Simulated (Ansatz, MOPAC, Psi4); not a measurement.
Species: C₂F₃N, net charge 0, singlet state. SMILES: N#CC(F)(F)F
Structure (B3LYP-D3(BJ)/def2-TZVP (Ansatz, a first-principles code) minimum search):
```
C
F 1 1.3355
F 1 1.3355 2 108.66
F 1 1.3355 2 108.66 3 -118.06
C 1 1.4814 2 110.27 4 -120.97
N 5 1.1466 4 147.20 1 -180.00
```
Charge 0, spin multiplicity 1.

AM1 beside other levels, property by property. Terms: valence correlation only; no spin-orbit coupling; non-relativistic; UHF or UKS for open shells; no dispersion term unless named; 6-31G* and kin with 6d, 5d where marked. Basis-set limits of correlation are two-point, X^-3; Hartree-Fock from the larger set. The bracket is a focal-point correction in the basis named. First-principles rows: single points at B3LYP-D3(BJ) geometries (Ansatz), with unscaled harmonic terms from B3LYP/6-31G* (Ansatz) at its own minima, enthalpies of formation by atomisation with measured atoms. Semi-empirical rows: MOPAC heats of formation at their own minima for 298 K, the proton's as measured. A UHF reference is markedly spin-contaminated in at least one set, which strains HF and MP2. A high T1 diagnostic makes the coupled-cluster value less sure than usual.

Measured values: Active Thermochemical Tables 1.112 (ions: stationary electron), as tabulated in the package chemicals; G2/97 table in ASE (Curtiss et al.); G2/97 table in ASE (Curtiss et al.), the entry of C2F3N doubted and unchecked; G2/97 table in ASE (Curtiss et al.), the entry of C2F3N doubted and unchecked; they hold spin-orbit and core effects, anharmonicity. Coupled cluster (Ansatz) is a level with limits of its own, used here on species with T1 under 0.025 (0.045 for open shells) and stable references: RI-MP2/CBS(cc-pVTZ,cc-pVQZ)+[CCSD(T)-MP2]/cc-pVTZ.

```tsv
property	AM1 (MOPAC)	HF/3-21G (Ansatz)	PBE/6-31G* (Ansatz)	wB97X-D/6-31G* (Psi4)	to compare with
enthalpy of formation at 298 K (kcal/mol)	-119.5	181.2	-170.9	-120.7	-118.4 measured
C-C bond dissociation enthalpy at 298 K, to F[C](F)F + [C]#N (kcal/mol)	87.4	89.8	113.3	116.7	111.4 measured
proton affinity at N (heteroatom site), enthalpy at 298 K, to [NH+]#CC(F)(F)F (kcal/mol)	165.0	159.0	166.1	165.6	161.9 coupled cluster
```

As the rows show:
- enthalpy of formation at 298 K: AM1 lies 1.1 kcal/mol below the measured value.
- C-C bond dissociation enthalpy at 298 K, to F[C](F)F + [C]#N: AM1 lies 24.0 kcal/mol below the measured value.
- proton affinity at N (heteroatom site), enthalpy at 298 K, to [NH+]#CC(F)(F)F: AM1 lies 3.1 kcal/mol above coupled cluster.

The properties are those with a value to compare with, at most eight drawn at random. No case is left out for the size of its miss. Left out are saddle points of the reference geometry, anions that the best level run finds unbound, excited spin states, species near biochemistry, 298 K rows of species without real B3LYP wavenumbers, cases with under five habitual levels, runs that failed or that the program found above a lower state of the same kind, table entries that another table contradicts, and a share of species set aside by lot.
